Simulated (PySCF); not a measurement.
Coordinates in bohr (charge 0 multiplicity 2):
```
S     0.0000    0.0000    0.0000
O     3.3791    0.2028    0.0000
O    -1.8652    2.8250    0.0000
O    -1.5139   -3.0278    0.0000
H     4.1061   -1.4762    0.0000
H    -0.7747    4.2941    0.0000
H    -3.3315   -2.8179    0.0000
```

Computed with UPBE0 in PySCF with S def2-TZVP, O def2-TZVP, H def2-TZVP; no relativity; density-fitted integrals.

This geometry of S(OH)3 is a stationary point at this level.

Question: What is the point group?

Answer: C3h.

Question: Is it a minimum?

Answer: No: it has 6 imaginary modes, at 802i cm⁻¹ (a''), 342i cm⁻¹ (a''), 326i cm⁻¹ (e''), 289i cm⁻¹ (e').

Question: List the harmonic modes with their infrared intensities.

Answer: 
```
symmetry  ω (cm⁻¹)  IR (km/mol, summed over degenerate members)
     a''      802i                                            –
     a''      342i                                            –
     e''      326i                                            –
      e'      289i                                            –
      e'       419                                          832
      a'       547                                          0.0
      e'       708                                          145
      a'       727                                          0.0
      e'      3790                                          353
      a'      3793                                          0.0
```

Question: Give the atomic charges and bond orders.

Answer: 
```tsv
atom	Mulliken	Löwdin	polar tensor	spin (Mulliken)	Mayer order to S1
S1	0.53	0.67	1.27	0.64	–
O2,3,4	-0.49	-0.36	-0.70	0.13	0.90
H5,6,7	0.32	0.14	0.28	-0.01	0.05
```
Other Mayer orders above 0.3: O–H 0.87 (×3).

In C3h the vibrations span 2a'' + e'' + 4e' + 3a'. The a', e'' modes carry no infrared intensity, as symmetry demands.

Only a few start shapes were tried, so a lower isomer may exist.
